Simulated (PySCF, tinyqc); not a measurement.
Inside a calculation. Method: RHF in the sto-3g basis, for OH-, spin multiplicity 1. The basis has no diffuse functions, so it cannot describe the extra electron: this is an exercise in the method, not the real anion. The lowest restricted solution is unstable here: a spin-polarised one lies 0.0087 hartree lower (PySCF). One step of it, computed by the program tinyqc.

Question. Iteration 3: diagonalisation and new density. Diagonalise F' = X^T F X, C = X C', fill 5 alpha and 5 beta electrons from the bottom; D = 2 C_occ C_occ^T. Each column has its largest component positive (the first on a tie).

Fock matrix F (hartree), lower triangle:
```
             1O 1s      1O 2s     1O 2px     1O 2py     1O 2pz     2H 1s
1O 1s   -19.627841
1O 2s    -5.020923  -1.887277
1O 2px   -0.004986   0.001265   0.294429
1O 2py   -0.002042   0.000518   0.082166   0.127500
1O 2pz   -0.001906   0.030650   0.224644   0.092021   0.348706
2H 1s    -0.241004  -0.216460  -0.061573  -0.025222  -0.165043  0.218840
```

X:
```
                1          2         3          4          5         6
1O 1s   -0.626925   0.511073  0.000000   0.000000  -0.433499  0.466821
1O 2s    0.795238  -0.253231  0.000000   0.000000  -0.240703  0.575267
1O 2px   0.000000   0.000000  0.055529   0.998457   0.000000  0.000000
1O 2py   0.000000   0.000000  0.998457  -0.055529   0.000000  0.000000
1O 2pz   0.292370   0.696511  0.000000   0.000000   0.639301  0.214621
2H 1s   -0.546518  -0.582130  0.000000   0.000000   0.489038  0.416384
```

Give: F' = X^T F X; orbital energies; coefficients C; D after iteration 3.

Answer.

F' = X^T F X (hartree), lower triangle:
```
         1        2       3       4        5        6
1  -3.7157
2   4.1276  -3.5035
3   0.0481   0.0880  0.1371
4   0.1009   0.1848  0.0909  0.2848
5  -4.0405   4.2634  0.0536  0.1126  -4.6092
6   4.9303  -5.1994  0.0097  0.0205   6.0394  -7.7643
```

orbital energies (hartree): MO1 -19.6357, MO2 -0.6435, MO3 0.0558, MO4 0.0938, MO5 0.2261, MO6 0.7327

coefficients C:
```
            MO1      MO2      MO3      MO4      MO5      MO6
1O 1s    0.9948  -0.2614   0.0148   0.0000   0.0350  -0.0266
1O 2s    0.0212   1.0159  -0.0785   0.0000  -0.1736   0.1293
1O 2px   0.0002   0.0085  -0.4647  -0.3791   0.6286   0.4951
1O 2py   0.0001   0.0035  -0.1904   0.9254   0.2575   0.2028
1O 2pz   0.0003  -0.0297   0.6840   0.0000  -0.0783   0.7420
2H 1s   -0.0018   0.0679   0.4375   0.0000   0.7489  -0.5415
```

D after iteration 3, lower triangle:
```
          1O 1s    1O 2s   1O 2px   1O 2py  1O 2pz   2H 1s
1O 1s    2.1187
1O 2s   -0.5033   2.1374
1O 2px   0.0263  -0.1280   1.5098
1O 2py   0.0108  -0.0524  -0.2008   1.9177
1O 2pz   0.0309  -0.1404  -0.7347  -0.3009  0.9497
2H 1s    0.0262  -0.1907   0.5362   0.2196  0.4771  1.5137
```
